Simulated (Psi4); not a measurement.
# TDHF/cc-pVDZ (save jk yes, sweep point 2) run of HSClO2 (SMILES O=[SH](=O)Cl)

Wanted: the vertical excitations of HSClO2. Input form: a Python script.

The calculation is run with Psi4 1.11.

4 further runs of the same task are left out: 4 set aside as unsound or not needed.

## 1. Starting point

HSClO2 has 5 atoms, charge 0, and is taken as a singlet. SMILES: `O=[SH](=O)Cl`. The coordinates come from a GFN2-xTB relaxation.

Bond lengths: O1–S2 1.420 Å, S2–O3 1.420 Å, S2–Cl4 2.041 Å, S2–H5 1.399 Å. Angles: O1–S2–O3 121.1°, O1–S2–Cl4 109.2°, O3–S2–Cl4 109.1°, O1–S2–H5 107.8°, O3–S2–H5 107.8°, Cl4–S2–H5 99.9°.

## 2. The excited states at TDHF/cc-pVDZ (save jk yes, sweep point 2)

clho2s.py

```python
import psi4

psi4.set_memory('1600 MB')
psi4.set_num_threads(1)
psi4.set_output_file('output.dat', False)

geom = psi4.geometry("""
0 1
O      0.148470    -1.060370     1.066830
S      0.154100    -0.104110     0.017010
O      0.880580    -0.334830    -1.181260
Cl    -1.770220     0.385150    -0.453590
H      0.587070     1.114160     0.551020
symmetry c1
""")

psi4.set_options({
    'basis': 'cc-pVDZ',
    'puream': True,
    'scf_type': 'pk',
    'save_jk': True,
})

from psi4.driver.procrouting.response.scf_response import tdscf_excitations
energy_value, wavefunction = psi4.energy("scf", molecule=geom, return_wfn=True)
states = tdscf_excitations(wavefunction, states=2, tda=False)
for k, s in enumerate(states, 1):
    print(f"root {k}: {s['EXCITATION ENERGY'] * 27.211386:.4f} eV  f = {s['OSCILLATOR STRENGTH (LEN)']:.4f}  {s['SYMMETRY']}")
print('E =', round(energy_value, 9))
```

Command:

```
$ python clho2s.py
```

**Question.** What will come out? Wanted: ground-state or mean-field energy; dipole moment; HOMO energy; LUMO energy; HOMO–LUMO gap; lowest excitation energy.

Answer, from the run:

Level: TDHF/cc-pVDZ (save jk yes, sweep point 2).

```
                             quantity           value
    ground-state or mean-field energy  -1007.22028 Eh
 dipole moment (Hartree–Fock density)          3.05 D
  HOMO energy (Hartree–Fock orbitals)       -13.24 eV
  LUMO energy (Hartree–Fock orbitals)         1.83 eV
HOMO–LUMO gap (Hartree–Fock orbitals)        15.07 eV
             lowest excitation energy         7.11 eV
```

What this shows: The basis has no diffuse functions, so Rydberg states are missing or pushed up, and the true lowest state may lie lower.
